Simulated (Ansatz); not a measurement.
## Ansatz (development build ahead of 0.2.0) run

```yaml
crystal:
  periodic: [false, false, false]
  atoms:
    - { symbol: C, position_ang: [0.0, 0.0, 0.0] }
    - { symbol: O, position_ang: [0.0, 0.0, 1.128] }
basis:
  gaussian: { orbitals: cc-pVDZ }
hamiltonian:
  xc: hf
correlation:
  method: ccsd_t
  frozen_orbitals: { C: 1, O: 1 }
```

The input is written out in the form of the current development build from the run's settings.

Output:

```json
{
  "Converged": "yes",
  "Reference energy": "-112.74931 hartree",
  "CCSD correlation energy": "-0.29441 hartree",
  "Triples correction": "-0.01064 hartree",
  "Total energy": "-113.05436 hartree",
  "T1 diagnostic": "0.019",
  "Largest doubles amplitude": "0.08"
}
```
